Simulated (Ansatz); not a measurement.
Basis-set extrapolation for `CC1=C(F)C1C` (PBE0-D4/def2-TZVP geometry, frozen core, Ansatz). Multiplicity 1, RHF reference.

```tsv
	def2-TZVPP	def2-QZVPP
HF	-292.864522	-292.877432
MP2 correlation	-1.073103	-1.148848
CCSD(T) correlation	-1.155766	not run
```

Energies in hartree. Use E(X) = E(∞) + A·exp(−7.88·√X) for Hartree–Fock and E(X) = E(∞) + B·X^(−2.97) for correlation, with X = 3 and 4, and add CCSD(T) minus MP2 of the smaller set to the MP2 limit.

Question: What is the CCSD(T) energy at the basis-set limit?

Answer: HF limit: -292.877432 + (-0.012910) × 0.13774 = -292.87921. MP2 limit: -1.148848 + (-0.075745) × 0.74074 = -1.20496. Higher-order term: -1.155766 − (-1.073103) = -0.08266. Total: -294.16683 hartree, 92.0 kcal/mol below CCSD(T)/def2-TZVPP.
